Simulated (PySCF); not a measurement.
# A search over the determinants of SiC

Unrestricted PBE0; basis Si x2c-TZVPPall, C x2c-TZVPPall; spin-free X2C with a Gaussian nucleus; PySCF 2.14. Outer shells of the fragments: Si 3s2 3p2; C 2s2 2p2.

Followed along the bond (rough minima from three points):

| 2Ms+1 | unpaired | ⟨S²⟩ at the start | R at minimum (Å) | Te (eV) |
| --- | --- | --- | --- | --- |
| 3 | σ ↑, π ↑ | 2.11 | 1.71 | 0.00 |
| 1 | σ ↑, π ↓ | 1.03 | 1.71 | 0.30 |
| 3 | π ↑↑ | 2.01 | 1.81 | 0.34 |
| 1 | π ↑↓ | 1.01 | 1.81 | 0.61 |
| 1 | none | 0.00 | 1.83 | 1.48 |

Solutions found at the starting distance of 1.825 Å, counted from the lowest of them; the search is not exhaustive and high or unbound solutions are not listed, so other states can lie among these:

| 2Ms+1 | unpaired | term | E (eV) | ⟨S²⟩ | ⟨Lz²⟩ | μ (D) |
| --- | --- | --- | --- | --- | --- | --- |
| 3 | σ ↑, π ↑ | ³Π | 0.00 | 2.11 | 1.01 | -1.76 |
| 3 | π ↑↑ | ³Σ⁻ | 0.18 | 2.01 | 0.00 | -2.54 |
| 1 | σ ↑, π ↓ | mixed | 0.31 | 1.03 | 1.03 | -2.01 |
| 1 | π ↑↓ | mixed | 0.44 | 1.01 | 2.02 | -2.47 |
| 1 | none | mixed | 1.31 | 0.00 | 2.00 | -2.25 |
| 1 | none | ¹Σ⁺ | 1.64 | 0.00 | 0.00 | -2.43 |
| 5 | σ ↑, π ↑↑↑ | ⁵Π | 1.71 | 6.01 | 1.01 | -0.42 |
| 3 | σ ↑, π ↑↑↓ | mixed | 2.37 | 3.02 | 3.03 | -0.66 |
| 3 | σ ↓, π ↑↑↑ | mixed | 2.46 | 3.04 | 1.01 | -0.76 |
| 1 | σ ↑, π ↑↓↓ | mixed | 2.62 | 2.03 | 3.03 | -0.60 |

A term symbol is given only where ⟨S²⟩ and ⟨Lz²⟩ are close to those of a pure state; real π, δ and φ orbitals otherwise mix terms. A positive dipole means Si(−)C(+).
